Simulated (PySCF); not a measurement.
Computed NMR parameters against published values

Bonds (- single, = double, # triple, : aromatic): C1-C2 1.515 Å, C2-C3 1.516 Å, C3-C4 1.510 Å, C3=O5 1.208 Å. C1 carries H6, H7, H8; C2 carries H9, H10; C4 carries H11, H12, H13.

Measured values that the calculation should reproduce: δ ¹³C C3 209.6; C2 37.0; C4 29.6; C1 7.9; δ ¹H H9/H10 2.43; H11/H12/H13 2.09; H6/H7/H8 1.00 ppm (measured; solution, CD2Cl2, 298 K; Fulmer et al., Organometallics 2010, 29, 2176).
δ ¹³C C2 35.2; C1 7.0; δ ¹H H9/H10 2.44; H6/H7/H8 1.06 ppm (measured; solution, not stated per compound (mostly CDCl3 or CCl4); Pretsch, Buehlmann, Badertscher, Structure Determination of Organic Compounds, 4th ed. (2009)). Coupling constants: ³J(H9,H6) 7.4 Hz, ²J(C4,C2) 15.2 Hz.

[PySCF: coordinates at the PBE0-D3(BJ)/def2-SVP level; B3LYP/pcJ-1 coupling constants (without the spin–dipole term); NMR shieldings at PBE0/pcSseg-1/GIAO; isolated molecule; one computed conformer; relativity neglected; one averaged value for each set of equivalent atoms]

Question: How close does the calculation come?

Answer: 
Reference values: measured (solution, CD2Cl2, 298 K; Fulmer et al., Organometallics 2010, 29, 2176).
```tsv
atoms	quantity	reference	computed	computed, scaled
C3	δ ¹³C	209.6	209.9	202.3
C2	δ ¹³C	37.0	37.5	35.6
C4	δ ¹³C	29.6	30.8	29.1
C1	δ ¹³C	7.9	8.8	7.8
H9/H10	δ ¹H	2.43	2.18	2.28
H11/H12/H13	δ ¹H	2.09	2.07	2.17
H6/H7/H8	δ ¹H	1.00	0.97	1.13
```

Reference values: measured (solution, not stated per compound (mostly CDCl3 or CCl4); Pretsch, Buehlmann, Badertscher, Structure Determination of Organic Compounds, 4th ed. (2009)).
| atoms | quantity | reference | computed | computed, scaled |
| --- | --- | --- | --- | --- |
| C2 | δ ¹³C | 35.2 | 37.5 | 35.6 |
| C1 | δ ¹³C | 7.0 | 8.8 | 7.8 |
| H9/H10 | δ ¹H | 2.44 | 2.18 | 2.28 |
| H6/H7/H8 | δ ¹H | 1.06 | 0.97 | 1.13 |

Computed shifts are σ(ref) − σ with the named reference compound (TMS for H and C) calculated as an isolated molecule at the same level. The measured values may be among those fitted. Scaled to experiment by linear calibration (H and C: mostly CDCl3 data, vs TMS): ¹H: δ = 29.91 − 0.950σ (rms 0.21 ppm, 511 shifts, 0.22 ppm with the 3 outliers that the fit left out); ¹³C: δ = 177.62 − 0.967σ (rms 1.9 ppm, 903 shifts, 2.3 ppm with the 23 outliers that the fit left out). Occasional misses reach two or three times the rms, and more in compound classes unlike the fitted ones.

Coupling constants in Hz (some tables give magnitudes without signs):
| coupling | reference | computed | source |
| --- | --- | --- | --- |
| ³J(H9,H6) | 7.4 | 8.1 | measured; liquid or solution (compiled); DeVience et al., arXiv:2103.01289 (literature column, mostly SDBS) |
| ²J(C4,C2) | 15.2 | 17.4 | measured; liquid or solution; F. J. Weigert, PhD thesis, Caltech 1968 (Carbon-13 magnetic resonance spectroscopy) |

Question: How far are the unscaled ¹³C shifts from the references?

Answer: Mean signed difference +1.17 ppm, mean absolute 1.17 ppm over 6 comparisons; the largest is +2.3 ppm at C2 (sp3 CH2 α to a carbonyl).

Question: How far are the unscaled ¹H shifts from the references?

Answer: Mean signed difference -0.13 ppm, mean absolute 0.13 ppm over 5 comparisons; the largest is -0.26 ppm at H9/H10 (hydrogen on an sp3 CH2 α to a carbonyl).

13 of the 94 published NMR values on file for this molecule are compared. The rest: values from further sources, protons in aromatic solvents.

Unscaled 3J(H,H) at this level run about 10 % above measured values.
